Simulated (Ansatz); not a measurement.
Body-centred tetragonal In, treated with PBE-D3(BJ) in Ansatz (PAW).

Run with plane-wave cutoff 520 eV, 24×24×24 k mesh, Fermi–Dirac smearing 0.05 eV, scalar-relativistic PAW data made under PBE.

A third-order Birch–Murnaghan fit to the energies gives V0 = 26.056 Å³/atom, B0 = 41.7 GPa, B′ = 5.2.

```
V (Å³/atom)     P (GPa)
-----------  ----------
25.022            1.873
25.543       (withheld)
26.064           -0.014
26.586       (withheld)
27.107       (withheld)
```

Problem. Estimate the withheld pressures from this fit; the answers are the runs' own values.

Solution. 
- 25.543, P (GPa): 0.872
- 26.586, P (GPa): -0.797
- 27.107, P (GPa): -1.488

The formula P = (3/2) B0 (x^(7/3) − x^(5/3)) [1 + (3/4)(B′ − 4)(x^(2/3) − 1)] with x = V0/V meets the computed pressures within 0.01 GPa when these rounded values are put in.

Shape and atoms are relaxed at each volume.

Measured, for comparison: bulk modulus 44.7 GPa (copied from a table, unchecked, extrapolated to 0 K and zero-point effects removed; as tabulated in Lejaeghere et al. (2013), arXiv:1204.2733). Computed (rounded) less measured: bulk modulus not scored (unchecked).

Note: the bulk modulus comes from volumes at which shape and atoms were relaxed.

Spin–orbit coupling is not included.

Static lattice: no zero-point or thermal effects.

Ansatz is an electronic-structure program.
